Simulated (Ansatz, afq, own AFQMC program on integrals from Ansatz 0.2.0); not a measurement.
Two steps: Ansatz 0.2.0 writes the Fock matrix and Cholesky factors of the valence space, and afq projects on them the lowest state that overlaps trial and start.

```yaml
crystal:
  periodic: [false, false, false]
  atoms:
    - {symbol: Al, position_ang: [0.000000, -0.006892, 0.650444]}
    - {symbol: O, position_ang: [0.000000, -0.006892, -1.096090]}
    - {symbol: H, position_ang: [0.000000, -1.321303, 0.062291]}
    - {symbol: H, position_ang: [0.000000, 1.615206, -0.075388]}
basis:
  gaussian: {orbitals: cc-pVDZ}
magnetization: {spin_polarized: true, initial_magnetization: 3}
correlation: {method: ccsd_t, electrons: outside_noble_gas, hamiltonian_folder: ham}
```

```sh
$ ansatz run in.yaml --threads 1 --pin off --events-out ev --progress --plain --max-ram 1382MiB
```

afq runs on the folder ham with

```
--method phaseless --trial cisd --walkers 60 --populations 1 --least-time 40 --time-step 0.005 --steps-per-block 50 --equilibration-blocks 28 --max-blocks 300 --target-error 0.0004 --factor-cut 1e-05 --start spin_pure --seed 3904 --release-times 0.24,0.51,0.99,1.62,2.4 --release-step 0.03 --release-every 4 --taylor-order 6
```

Times are imaginary, in 1/Eh. The walk had a cap of 1161 s.

Log:

```
orbitals 36  electrons 7 4  factors 271 of 395
reference energy -317.73433574 Eh
CCSD correlation -0.23966097 Eh in 15 cycles, weight of the determinant in the CISD state 0.8569
energy of the start -317.972257 Eh
 block  time / (1/Eh)  mean weight  energy / Eh
     1     0.250  0.9992  -317.971179
     2     0.500  1.0000  -317.974207
     3     0.750  1.0025  -317.977630
     4     1.000  1.0007  -317.975426
     5     1.250  0.9973  -317.975300
     7     1.750  0.9988  -317.980996
     9     2.250  0.9965  -317.983746
    17     4.250  0.9999  -317.999664
    33     8.250  1.0006  -317.974471
    49    12.250  1.0001  -317.978052
    65    16.250  0.9985  -317.978149
    81    20.250  0.9994  -317.977483
    97    24.250  1.0019  -317.983668
   113    28.250  1.0027  -317.981458
   129    32.250  0.9996  -317.975701
   145    36.250  0.9992  -317.981900
   161    40.250  1.0004  -317.976586
   169    42.250  0.9996  -317.993349
   177    44.250  1.0008  -317.984142
   193    48.250  1.0023  -317.978352
   209    52.250  1.0008  -317.975345
   225    56.250  0.9979  -317.973352
   241    60.250  1.0004  -317.986132
   257    64.250  0.9978  -317.989446
   273    68.250  0.9989  -317.982164
   289    72.250  1.0001  -317.982511
   305    76.250  0.9976  -317.992135
   321    80.250  0.9989  -317.980448
blocks merged  error / Eh  count
     1  0.000298  300
     2  0.000349  150
     4  0.000402  75
     8  0.000468  37
    16  0.000515  18
    32  0.000537  9
released: time / (1/Eh)  energy / Eh  error  mean overlap
  0.24  -317.981503  0.000482  0.9928
  0.51  -317.981605  0.000519  1.0025
  0.99  -317.981848  0.000588  1.0038
  1.62  -317.982460  0.000722  0.9966
  2.40  -317.982253  0.000964  0.9833
energy -317.980590 +/- 0.000515 Eh
(rows thinned)
```

The run passed its tests (sampling time, drift between the halves within three errors, error under three times the target), which doesn't prove that it has relaxed.

Against this walk (error 14.0 meV) on the same determinant: CCSD(T) 17.5 meV lower (within the noise). The error is statistical and leaves out the bias of the constraint. None of these is a sure reference here. Released to 2.40 1/Eh the energy moves by -45 ± 30 meV (both errors), within twice the noise.

Cautions: constraint bias not in the error; error above the target (14.0 against 10.9 meV); lower spins were not checked; higher spins were not checked; raised T1 diagnostic (T1 0.044, weight of the determinant 0.86, largest double 0.04); unrestricted determinant slightly spin contaminated (⟨S²⟩ 3.81 against 3.75); the bias of populations of 60 walkers isn't removed.

The walk took 9.5 min on 1 thread of Intel(R) Xeon(R) Platinum 8259CL CPU @ 2.50GHz (Skylake/Cascade Lake) (shared host). The log's last line is the phaseless energy.

A walk keeps the symmetry of its determinant, which the program's search chose and which needn't be the lowest solution, so a lower state of the same spin and another symmetry isn't excluded.
